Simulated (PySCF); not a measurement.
**Computed χzz against gas-phase spectroscopy**

Values to reproduce (atoms as numbered below): 14N at N1: χzz = -5.6902 MHz [1]; 14N at N2: χzz = -1.3586 MHz [1].
[1] measured, gas; W. C. Bailey, Calculation of NQCC in Gaseous State Molecules (compilation of microwave values)

Species: protonated nitrogen molecule, N2H (charge +1).
Cartesian coordinates in Å at the GFN2-xTB level; atoms count from 1:
```xyz
3
N2H angstrom
N      1.0622    0.2090   -0.0064
N     -0.0126    0.1009   -0.0041
H     -1.0381   -0.0021   -0.0021
```

Problem. How do the computed couplings compare?

Solution. PySCF, non-relativistic, all at one geometry, with Q(14N) = 0.02044 b:

```csv
level,functions,14N N1 (MHz),14N N2 (MHz),mean of computed/reference − 1 (%)
B3LYP/pcJ-1,64,-6.220,-1.126,-3.9
PBE0/pcSseg-1,39,-6.163,-1.298,+1.9
```

Closest here is PBE0/pcSseg-1 (6.4 % unsigned error), furthest B3LYP/pcJ-1 (13.2 %); one molecule doesn't rank methods. Computed values are for fixed nuclei, while measured ones can include vibrational averaging. GFN2-xTB bond lengths can be off by several hundredths of an ångström, more for odd bonds, and the gradients follow them.
